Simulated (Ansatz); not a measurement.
**CHAlB (quartet): the correlation ladder, cc-pVDZ**

How much of the correlation energy of CHAlB (quartet) does each wave-function method recover here?

The runs use Ansatz 0.2.0, Gaussian basis; cc-pVDZ, core rule «outside noble gas», up to 7 orbitals frozen.

Plan: UHF; CCSD(T) on ROHF; CCSD(T) on UHF; BCCD(T) on ROHF; CISD as a restricted active space (open shells left free, so some higher excitations enter); CCSDT(Q) on ROHF; CCSDT(Q) on UHF.

21 further runs of the same task are left out: 11 that didn't finish, 10 set aside as unsound or not needed. Runs told in other sessions of the task aren't counted.

### 1 The geometry

The geometry is a PBE0/def2-TZVP stationary point (not a proven minimum).

4 atoms, charge 0, spin multiplicity 4.

Atoms are counted from 1 here; the program's logs count them from 0.

Bond lengths: Al1–C2 1.877 Å, Al1–B3 2.270 Å, C2–B3 1.412 Å, C2–H4 1.082 Å. Angles: C2–Al1–B3 38.4°, Al1–C2–B3 86.1°, Al1–C2–H4 134.4°, B3–C2–H4 139.6°, Al1–B3–C2 55.6°.

Geometry (Å):

| atom | x (Å) | y (Å) | z (Å) |
| --- | --- | --- | --- |
| Al1 | 0.0000 | 0.0162 | 0.9194 |
| C2 | 0.0000 | 0.5650 | -0.8751 |
| B3 | 0.0000 | -0.8104 | -1.1945 |
| H4 | 0.0000 | 1.5259 | -1.3725 |

### 2 UHF

Input file in.yaml:

```yaml
crystal:
  periodic: [false, false, false]
  atoms:
    - {symbol: Al, position_ang: [0.000000, 0.016173, 0.919434]}
    - {symbol: C, position_ang: [0.000000, 0.565027, -0.875065]}
    - {symbol: B, position_ang: [0.000000, -0.810360, -1.194541]}
    - {symbol: H, position_ang: [0.000000, 1.525932, -1.372524]}
basis:
  gaussian: {orbitals: cc-pVDZ}
magnetization: {spin_polarized: true, initial_magnetization: 3}
hamiltonian: {xc: hf}
output: {orbitals: {seedname: orbitals}}
```

On the command line:

```console
ansatz run in.yaml --threads 1 --pin off --events-out ev --progress --plain --max-ram 2393MiB
```

Further steps of the session: CCSD(T) on ROHF; CCSD(T) on UHF; BCCD(T) on ROHF; CISD as a restricted active space (open shells left free, so some higher excitations enter); CCSDT(Q) on ROHF; CCSDT(Q) on UHF.

**Question.** What will the summary of the whole plan be? Wanted: UCCSDT(Q) from the RHF energy; RMP2 from UCCSDT(Q); UMP2 from UCCSDT(Q); RCCSD from UCCSDT(Q); RCCSD(T) from UCCSDT(Q); UCCSD(T) from UCCSDT(Q); RCCSDT(Q) from UCCSDT(Q); T1 diagnostic.

**Answer**, as computed:

| quantity | value |
| --- | --- |
| UCCSDT(Q) from the ROHF energy | -7.2398 eV |
| RMP2 from UCCSDT(Q) | +1026.5 meV |
| UMP2 from UCCSDT(Q) | +1076.7 meV |
| RCCSD from UCCSDT(Q) | +444.4 meV |
| RCCSD(T) from UCCSDT(Q) | +72.1 meV |
| UCCSD(T) from UCCSDT(Q) | +77.9 meV |
| RCCSDT(Q) from UCCSDT(Q) | +3.5 meV |
| levels within 1 kcal/mol (43 meV) | RCCSDT, UCCSDT, RCCSDT(Q) |
| T1 diagnostic | 0.033 |

RCCSD(T) misses by +72.1 meV, 1.0 % of the correlation energy. These misses are within one basis, not against nature; the frozen cores of restricted and unrestricted runs differ, which can shift their rows.

With open shells the CI space here admits some higher excitations, so it is larger than plain CISD.
